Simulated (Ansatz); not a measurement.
## How far each method lies from full CI for SiH₄, triplet

All five atoms lie in one plane.

Geometry: a point of a breathe scan, not a stationary point.

```xyz
5

Si    0.0000    0.0000    0.0000
H    -0.0279    2.6303    2.6120
H    -0.0400   -2.6122    2.6300
H     0.0400    2.6122   -2.6300
H     0.0279   -2.6303   -2.6120
```

Basis 6-31G; Ansatz 0.2.0. Correlated methods freeze the noble-gas cores, which leaves 8 electrons in 16 orbitals. Prefix R: restricted or restricted open-shell reference; prefix U: unrestricted. Active spaces: pair = (4e, 4o) about the gap; valence = (8e, 8o) chosen from the atoms' valence shells.

Full CI is exact within this basis and frozen core; it isn't the basis-set limit. The frozen core follows each run's orbitals, which can shift R against U totals by a few meV.

Unrestricted rows (U) aren't spin-pure: their determinants' ⟨S²⟩ exceeds S(S+1) by up to 1.94, so they mix in states of higher spin. Coupled cluster chose its determinant by a search with trial CCSD, here up to 2.83 eV above the lowest Hartree–Fock solution of its kind.

The R cluster runs have T1 = 0.200 on a determinant 2.83 eV above the lowest RHF solution, and RCCSD ends 5.05 eV below full CI, on another root of its equations, so RMP2, RCCSD, RCCSD(T), RCCSDT(Q), RCCSDT aren't compared. BCCD(T) turns its orbitals far from the restricted determinant (T1 = 0.313 for the singles of that rotation), so its spin and state can't be checked, and it isn't compared.

```
UHF ⟨S²⟩                          : 3.937
T1 diagnostic (RCCSD)             : 0.2003
largest doubles amplitude (RCCSD) : 1.327
T1 diagnostic (UCCSD)             : 0.0208
```

| level | E − E(determinant under the R cluster runs) (eV) |
| --- | --- |
| UHF | -9.2394 |
| UMP2 | -9.6533 |
| UCCSD* | -9.9415 |
| UCCSD(T)* | -9.9535 |

Task: Estimate how far full CI in 6-31G lies from UCCSD(T). The table doesn't fix it; the size of (T) and the diagnostics are the guide.

Result: Full CI in 6-31G lies 2.7 kJ/mol below UCCSD(T), which is 234 % of the (T) step (-1.2 kJ/mol). More than one determinant leads, and the rest is a large part of (T).

The other levels:

| level | E − E(full CI) (kJ/mol) | share of correlation (%) | wall time |
| --- | --- | --- | --- |
| UCCSDT | 0.7 | 99.93 | – |
| UCCSDT(Q) | 0.6 | 99.94 | 12 s |
| RCCSDTQ* | -1.1 | 100.11 | 69 s |
| UCCSDTQ | 0.2 | 99.98 | 87 s |

An asterisk marks runs whose energy the program itself flagged as in doubt.

The correlation energy at full CI, counted from the determinant under the R cluster runs, is -9.982 eV. That run took 26 s on 1 thread of Arm Neoverse V1, shared host over 431,184 determinants.

Run but not shown, since their state, orbitals or frozen core can't be matched to the reference's or they repeat it: RHF, RMP2, CISD, RCCSD, RCCSD(T), BCCD(T), RCCSDT, CISDTQ, RCCSDT(Q), CASSCF (pair space), NEVPT2 (pair space), CASSCF (valence space), NEVPT2 (valence space), MRCISD (valence space), MRCISD+Q (valence space).

Times hold each run's SCF and search for its determinant on a shared host, so for small cases they say little of a method's own cost; they ran on 1 thread of Arm Neoverse V1.

Not variational, and here over 5 meV under the exact energy: RCCSDTQ.

The full-CI state has the irrep Ag of D2h, in the program's axes (one component, if the state is degenerate).

Natural occupations of full CI about the gap: 1.949 1.262 1.262 1.000 1.000 0.736 0.736 0.037 0.006 0.006; effectively unpaired electrons, Σ n²(2−n)², 5.48. No single determinant describes this state well, so single-reference rows can miss without a flag.
